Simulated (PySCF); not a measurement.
Chlorine diatomic, Cl2, SMILES ClCl, point group D∞h.

Level: PBE0/pcSseg-2 in PySCF (density fitting, grid level 2); geometry and Hessian at that level, cubic constants and property derivatives from steps of ±0.6 along each species' dimensionless normal coordinates, second-order vibrational perturbation theory. The parent has the commonest isotopes.

Equilibrium geometry (Å):

```json
{"atom": "Cl1", "x": "0.9987", "y": "-0.0112", "z": "-0.0118"}
{"atom": "Cl2", "x": "-0.9877", "y": "0.0163", "z": "-0.0448"}
```

An isotope shift is δ(isotopologue) − δ(parent), that is, the negative of the change in the averaged GIAO shielding; n counts bonds from the nearest label (0: the labelled atom itself). These are computed values; those of heavy atoms are rounded to 5 ppb, about the numerical noise.

What isotope shifts arise with ³⁷Cl at 1?


| nucleus | n | 0 K (ppb) | 298.15 K (ppb) |
| --- | --- | --- | --- |
| Cl1 | 0 | -175 | -130 |
| Cl2 | 1 | -175 | -130 |

What isotope shifts arise with ³⁷Cl at 1, ³⁷Cl at 2?


| nucleus | n | 0 K (ppb) | 298.15 K (ppb) |
| --- | --- | --- | --- |
| Cl1 | 0 | -355 | -260 |
| Cl2 | 0 | -355 | -260 |
